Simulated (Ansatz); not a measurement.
# How far each method lies from UCCSDT(Q) for BN⁺, quartet

Geometry: that of the BN, triplet, kept fixed.

```xyz
2

B     0.0000    0.0000    0.0000
N     0.0000    0.0000    1.3155
```

Basis cc-pVTZ; Ansatz 0.2.0. Only valence electrons are correlated (noble-gas cores frozen), which leaves 7 electrons in 58 orbitals. R marks a restricted (for open shells ROHF) determinant, U an unrestricted one. Active spaces: valence = (7e, 8o) chosen from the atoms' valence shells.

Full CI isn't at hand for all of this; UCCSDT(Q) serves as the reference, and is uncertain by the last step of the cluster series or more. The frozen core follows each run's orbitals, which can shift R against U totals by a few meV.

For open shells CISD is restricted-active-space CI with the open shells as a complete middle space.

The UHF ⟨S²⟩ is 3.756. The T1 diagnostic (RCCSD) is 0.0267, the largest doubles amplitude (RCCSD) is 0.046 and the T1 diagnostic (UCCSD) is 0.0256.

| level | E − E(UCCSDT(Q)) (meV) | share of correlation (%) | wall time |
| --- | --- | --- | --- |
| RHF | 5103 | 0.00 | – |
| UHF | 4987 | 2.27 | – |
| RMP2 | 809 | 84.15 | – |
| UMP2 | 826 | 83.82 | – |
| CISD | 323 | 93.68 | 6 s |
| RCCSD | 220 | 95.69 | – |
| UCCSD | 216 | 95.77 | – |
| RCCSD(T) | 40 | 99.21 | 6.5 s |
| UCCSD(T) | 38 | 99.25 | 6 s |
| BCCD(T) | 42 | 99.17 | 3.4 s |
| RCCSDT | 10 | 99.80 | – |
| UCCSDT | 8 | 99.83 | – |
| RCCSDT(Q) | 3 | 99.93 | 32 s |
| CASSCF (valence space) | 3403 | 33.32 | – |
| NEVPT2 (valence space) | 597 | 88.30 | 2 s |
| MRCISD (valence space) | 146 | 97.15 | – |
| MRCISD+Q (valence space) | 27 | 99.47 | 4.2 s |

The correlation energy at UCCSDT(Q), counted from RHF, is -5.103 eV. That run took 30 s on 1 thread of AMD EPYC 7B13, shared host.

Times hold each run's SCF and search for its determinant on a shared host, so for small cases they say little of a method's own cost; they ran on 1 thread of AMD EPYC 7B13. Some runs computed forces too.

Natural occupations of CASSCF (valence space) about the gap: 1.984 1.964 1.001 0.994 0.994 0.023 0.023 0.018; effectively unpaired electrons, Σ n²(2−n)², 3.01.
